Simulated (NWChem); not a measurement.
System: Si cation, doublet

All runs: NWChem. Pople sets run with spherical d functions. Spin-unrestricted. Medium grid unless said otherwise, to which SCAN and Minnesota functionals are sensitive. The open p shell is one determinant without spherical averaging. No stability test was run on the SCF state.

**Question.** Order these by “lowest empty minus highest occupied level, either spin (eV)”, lowest first: r2SCAN/6-31G*; B3LYP/6-31G*; BLYP/6-31G*; M06-2X/6-31G*.

**Answer.** BLYP/6-31G* (0.33), r2SCAN/6-31G* (0.99), B3LYP/6-31G* (2.04), M06-2X/6-31G* (4.39)
